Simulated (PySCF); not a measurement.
Dipole moment and polarisability of `C=CC(=O)C=C`

Compound: C5H6O.
Geometry (GFN2-xTB, Å), atoms numbered from 1 in this order:
```
atom  x, y, z in Å
C1    -2.3913    0.4877    0.1893
C2    -1.2533    0.0988    0.7507
C3     0.0206    0.1066   -0.0055
O4     0.0891    0.4641   -1.1648
C5     1.2048   -0.3538    0.7562
C6     2.4083   -0.3994    0.1988
H7    -3.3298    0.4913    0.7176
H8    -2.3996    0.8180   -0.8375
H9    -1.2137   -0.2370    1.7774
H10    1.0444   -0.6499    1.7831
H11    3.2846   -0.7297    0.7302
H12    2.5371   -0.0975   -0.8285
```

Level: CAM-B3LYP/def2-SVPD (PySCF), static field, nuclei fixed, core orbitals frozen in the response. The polarisability tensor in these axes (au):

```
x   94.66 -9.72 -0.89
y   -9.72 43.80 -5.25
z   -0.89 -5.25 57.31
```

Q: Give the principal values, the mean and the anisotropy Δα = √{½[(α1 − α2)² + (α2 − α3)² + (α1 − α3)²]}.

A: Principal values 40.34, 58.98 and 96.46 au; mean 65.26 au = 9.67 Å³ = 10.76 × 10⁻⁴⁰ C²·m²/J; Δα = 49.50 au (76 % of the mean).

Q: What is the dipole moment, and where does it point?

A: (-0.15, -0.78, 2.52) D, 2.64 D in size, pointing from the negative to the positive side. Measured along this direction, the outermost atoms are O4 at the negative end and H10 and H9 at the positive end.

Q: What would n − 1 = 2πNα be for an ideal gas of these molecules at 298.15 K and 1 atm, electronic part alone?

A: N = p/kT = 2.4615 × 10¹⁹ cm⁻³, so n − 1 = 2π × N × 9.67 × 10⁻²⁴ cm³ = 1496 × 10⁻⁶ at long wavelengths.

Q: Orientational against electronic polarisability at 273 K (dilute gas, rigid molecules)?

A: In Gaussian units μ²/3kT = 61.65 Å³ against 9.67 Å³, a ratio of 6.38; the Debye molar polarisation (4π/3)N_A(α + μ²/3kT) is 179.9 cm³/mol, leaving out the vibrational part.

Q: What molar refraction does this α imply?

A: Lorentz–Lorenz: R = (4π/3)N_A α = 2.5225 cm³/(mol·Å³) × 9.67 Å³ = 24.4 cm³/mol, in the limit of long wavelengths.

The structure is a single GFN2-xTB conformer in the gas phase; no vibrational or solvent corrections.
